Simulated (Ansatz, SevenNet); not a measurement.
# Chalcopyrite ZnGeP2: properties by level of theory

Reference values: lattice constant a 5.463 Å (measured, temperature not stated, no zero-point or thermal correction; as tabulated in Rashkeev et al. (1999), arXiv:cond-mat/9809378); lattice parameter c 10.74 Å (measured, temperature not stated, no zero-point or thermal correction; as tabulated in Rashkeev et al. (1999), arXiv:cond-mat/9809378); bulk modulus 79 GPa (measured, room temperature, not corrected to a static lattice; as tabulated in Isothermal phase behavior of Ag3SbS3, ZnGeP2, and ZnS (abstract)).

| level (code) | equilibrium lattice constant a (Å) | c axis length (Å) | bulk modulus (GPa) |
|---|---|---|---|
| SevenNet-0 | ___ | ___ | 67.6 |
| LDA (Ansatz) | 5.374 | ___ | 88.9 |
| revPBE (Ansatz) | ___ | 10.911 | 69.6 |

Problem. Some entries are withheld; supply them.

Solution. 
- SevenNet-0, equilibrium lattice constant a (Å): 5.501
- SevenNet-0, c axis length (Å): 10.844
- LDA (Ansatz, a quantum-chemistry and plane-wave program), c axis length (Å): 10.625
- revPBE (Ansatz), equilibrium lattice constant a (Å): 5.539

Differences from the reference values (errors of the level alone only where the reference is corrected to a static lattice):

```csv
level,lattice constant a (%),lattice parameter c (%),bulk modulus (%)
SevenNet-0,+0.70,+0.97,-14.4
LDA,-1.63,-1.07,+12.5
revPBE,+1.39,+1.59,-11.9
```

Nearest: lattice constant a, not ranked (reference at room or unstated temperature); lattice parameter c, not ranked (reference at room or unstated temperature); bulk modulus, not ranked (reference at room or unstated temperature).

Machine-learned potentials (SevenNet-0) are trained on DFT data: a solid inside that data is no test of them.

Ansatz's density-functional and Hartree–Fock values are scalar-relativistic unless marked +SOC, with PAW data made under PBE.

Differences are worked out from the printed values.
